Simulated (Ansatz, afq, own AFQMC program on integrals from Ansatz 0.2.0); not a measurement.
AFQMC on a folder of integrals that Ansatz 0.2.0 wrote.

```yaml
crystal:
  periodic: [false, false, false]
  atoms:
    - {symbol: S, position_ang: [0.000000, 0.000000, 0.000000]}
basis:
  gaussian: {orbitals: 6-31G}
magnetization: {spin_polarized: true, initial_magnetization: 2}
correlation: {method: ccsd_t, electrons: outside_noble_gas, hamiltonian_folder: ham}
```

```sh
$ ansatz run in.yaml --threads 1 --pin off --events-out ev --progress --plain --max-ram 1382MiB
```

afq runs on the folder ham with

```
--method phaseless --trial hf --walkers 400 --populations 1 --least-time 40 --time-step 0.005 --steps-per-block 20 --equilibration-blocks 112 --max-blocks 600 --target-error 0.00087 --factor-cut 1e-05 --start spin_pure --seed 9712 --taylor-order 6
```

Times are imaginary, in 1/Eh. The walk had a cap of 340 s.

Output of the walk:

```
orbitals 8  electrons 4 2  factors 29 of 59
reference energy -397.47141421 Eh
CCSD correlation -0.02291625 Eh in 8 cycles, weight of the determinant in the CISD state 0.9853
energy of the start -397.471441 Eh
 block  time / (1/Eh)  mean weight  energy / Eh
     1     0.100  1.0000  -397.474958
     2     0.200  1.0002  -397.478146
     3     0.300  1.0001  -397.480795
     4     0.400  1.0002  -397.482993
     5     0.500  0.9998  -397.485296
     7     0.700  1.0000  -397.488379
     9     0.900  1.0001  -397.488742
    13     1.300  0.9999  -397.491194
    37     3.700  1.0001  -397.495099
    61     6.100  1.0002  -397.495804
    85     8.500  1.0000  -397.495377
   109    10.900  0.9998  -397.493304
   133    13.300  1.0003  -397.495330
   157    15.700  1.0005  -397.492647
   181    18.100  0.9999  -397.496429
   205    20.500  0.9999  -397.492173
   229    22.900  1.0005  -397.494758
   253    25.300  1.0004  -397.493165
   277    27.700  1.0001  -397.495286
   301    30.100  1.0005  -397.493637
   325    32.500  1.0003  -397.492591
   349    34.900  1.0000  -397.493886
   373    37.300  1.0001  -397.493444
   397    39.700  0.9993  -397.494864
   409    40.900  1.0007  -397.497575
   421    42.100  1.0004  -397.497386
   445    44.500  1.0000  -397.492641
   469    46.900  1.0004  -397.495855
   493    49.300  1.0006  -397.491304
   505    50.500  1.0002  -397.492760
blocks merged  error / Eh  count
     1  0.000082  400
     2  0.000111  200
     4  0.000144  100
     8  0.000178  50
    16  0.000205  25
    32  0.000238  12
energy -397.494253 +/- 0.000205 Eh
(rows thinned)
```

The run passed its tests (sampling time, drift between the halves within three errors, error under three times the target), which doesn't prove that it has relaxed.

Against this walk (error 5.6 meV) on the same determinant: CCSD(T) 7.2 meV lower (within the noise), CCSDT(Q) 8.5 meV lower (within the noise), CCSDTQ 8.4 meV lower (within the noise), full CI (a separate run on its own orbitals, whose frozen core shifts it by up to a few meV) 8.3 meV lower (within the noise), a separate phaseless walk with a CISD trial and standard settings 7.6 ± 5.6 meV lower (within the noise). The error is statistical and leaves out the bias of the constraint.

Cautions: constraint bias not in the error; full CI with its own frozen core.

The walk took 47 s on 1 thread of Arm Neoverse V1, on a shared host. The log's last line is the phaseless energy.

CCSDT and higher add their correlation energy to the determinant of the CCSD(T) run, since their own runs factorise the integrals more tightly (a shift of under 2 meV). A walk keeps the symmetry of its determinant, which the program's search chose and which needn't be the lowest solution, so a lower state of the same spin and another symmetry isn't excluded.
